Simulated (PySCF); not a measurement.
C3H3Cl.
SMILES: `C=C=CCl`

Computed with PBE0/def2-SVPD in PySCF (dipole) on a GFN2-xTB geometry, gas phase.

Take the most abundant isotopes and a rigid rotor. 

Q: What are A, B and C (GHz)?

A: Ia = 15.88, Ib = 174.94, Ic = 187.43 u·Å²; 505379 MHz·u·Å²/I gives 31816, 2889 and 2696 MHz, that is A = 31.816, B = 2.8888, C = 2.6964 GHz.

Q: Classify the top.

A: A near-prolate asymmetric top; Ray's κ = -0.987.

Q: What does the inertial defect say?

A: Not planar: Δ = Ic − Ia − Ib = -3.40 u·Å². For a rigid frame Δ = −2 Σ m c², so Σ m c² = 1.70 u·Å² lies off the ab plane, practically all of it from hydrogen. The atom farthest from that plane is 0.92 Å away.

Q: Give the other two planar moments, Paa and Pbb, and the rms extents of the mass along the axes.

A: Paa = Σ m a² = (Ib + Ic − Ia)/2 = 173.24 and Pbb = Σ m b² = (Ia + Ic − Ib)/2 = 14.19 u·Å². With the mass M = 73.99 u, the rms extents √(P/M) along a, b and c are 1.53, 0.44, 0.15 Å.

Q: Where do the levels up to J = 4 lie, in MHz?

A: Above 0(0,0):
J = 1: 1(0,1) 5585, 1(1,1) 34512, 1(1,0) 34704
J = 2: 2(0,2) 16755, 2(1,2) 45490, 2(1,1) 46067, 2(2,1) 132848, 2(2,0) 132849
J = 3: 3(0,3) 33506, 3(1,3) 61956, 3(1,2) 63111, 3(2,2) 149603, 3(2,1) 149608, 3(3,1) 294719, 3(3,0) 294719
J = 4: 4(0,4) 55838, 4(1,4) 83910, 4(1,3) 85835, 4(2,3) 171943, 4(2,2) 171958, 4(3,2) 317062, 4(3,1) 317062, 4(4,1) 520221, 4(4,0) 520221
Those of J = 1 are B + C, A + C and A + B.

Q: Predict some low-J microwave lines.

A: The dipole components are |μa| = 1.76 D, |μb| = 0.51 D, |μc| = 0.00 D; the mirror of this Cs structure is the ab plane, so μc vanishes by symmetry and there are no c-type lines. The squared components, which scale the intensities, stand as 1.00 : 0.08 (a : b). Some lines, for components of 0.1 D or more:

```csv
type,branch,"J(Ka,Kc)",MHz,lower level (cm⁻¹)
a,R,"1(0,1) ← 0(0,0)",5585,0.000
a,R,"2(0,2) ← 1(0,1)",11169,0.186
a,R,"3(0,3) ← 2(0,2)",16752,0.559
a,R,"3(2,1) ← 2(2,0)",16759,4.431
a,R,"4(0,4) ← 3(0,3)",22331,1.118
a,R,"4(3,2) ← 3(3,1)",22343,9.831
a,R,"4(2,2) ← 3(2,1)",22350,4.990
b,R,"4(1,4) ← 3(0,3)",50404,1.118
b,Q,"2(2,0) ← 2(1,1)",86781,1.537
b,R,"2(2,0) ← 1(1,1)",98337,1.151
b,R,"4(2,3) ← 3(1,2)",108832,2.105
b,R,"4(2,2) ← 3(1,3)",110001,2.067
b,Q,"4(3,1) ← 4(2,2)",145104,5.736
b,Q,"3(3,0) ← 3(2,1)",145111,4.990
b,R,"4(3,2) ← 3(2,1)",167454,4.990
b,R,"4(3,1) ← 3(2,2)",167458,4.990
b,R,"4(4,1) ← 3(3,0)",225502,9.831
b,R,"4(4,0) ← 3(3,1)",225502,9.831
```

Q: Estimate the classical rotational partition function at 25 K, 200 K and 500 K.

A: Point group Cs, symmetry number σ = 1; q = (√π/σ)·√((kT/h)³/(ABC)), k/h = 20836.6 MHz/K: 1340 at 25 K, 30300 at 200 K, 120000 at 500 K.

GFN2-xTB frequencies: not computed here. Constants of a rigid frame at the computed geometry: no zero-point averaging, no centrifugal distortion. Quadrupole hyperfine structure (35Cl) is left out.
